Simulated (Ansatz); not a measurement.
Input file:

```yaml
crystal:
  periodic: [false, false, false]
  atoms:
    - {symbol: C, position_ang: [0.000000, 0.006088, 1.489715]}
    - {symbol: Na, position_ang: [0.000000, -0.045475, -0.868895]}
    - {symbol: H, position_ang: [0.000000, 0.964678, 2.066779]}
basis:
  gaussian: {orbitals: STO-3G, fitting: {mean_field: def2-universal-jkfit}}
hamiltonian: {xc: pbe}
correlation: {method: sc_nevpt2, electrons: all, active_space: {window: {electrons: 2, orbitals: 2}}}
```

```sh
$ ansatz run in.yaml --threads 1 --pin off --events-out ev --progress --plain --max-ram 2393MiB
```

**Question.** One thing in this input was set wrong on purpose, beside settings that are merely unusual. What is the gravest fault, and what does the program do?

**Answer.** Active space on a functional. How the run ends: refused.
```
Error: invalid value for `correlation.active_space`: it starts from restricted Hartree–Fock orbitals; set hamiltonian.xc: hf without magnetization.spin_polarized
```
